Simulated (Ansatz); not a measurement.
**Breaking a bond in CH2ClN (SMILES [H]/N=C/Cl)**

CH2ClN: 5 atoms, total charge 0, spin state singlet. SMILES: `[H]/N=C/Cl`. Geometry: relaxed at PBE0-D4/def2-TZVP.

```xyz
5

N    -0.7548   -0.5884   -0.2722
C     0.2409    0.0662    0.0966
Cl    1.5131   -0.6803    0.9990
H    -1.4006    0.0064   -0.7892
H     0.4513    1.1226   -0.0756
```

The C2–Cl3 distance is scanned; the parts on either side stay rigid. Basis STO-3G, 7 core orbitals frozen in the correlated methods; program Ansatz 0.2.0. FCI is exact within this basis and core. Energies in eV from each method's value at 1.729 Å; methods without a U are spin-restricted. The shape above is that at 1.729 Å.

(1) At 4.32 Å, estimate the order of these methods by their error in the energy rise against FCI, smallest first.
A. CCSDT
B. CCSD(T)
C. CCSD

```csv
distance (Å),CCSD,CCSD(T),CCSDT,FCI
1.729,0.00,0.00,0.00,0.00
2.162,0.79,0.76,0.76,0.75
2.594,2.46,2.34,2.34,2.32
3.458,3.71,3.06,3.40,3.39
4.323,3.81,2.37,3.45,3.44
```

Answers

(1) A (0.01 eV), C (0.37 eV), B (1.07 eV).
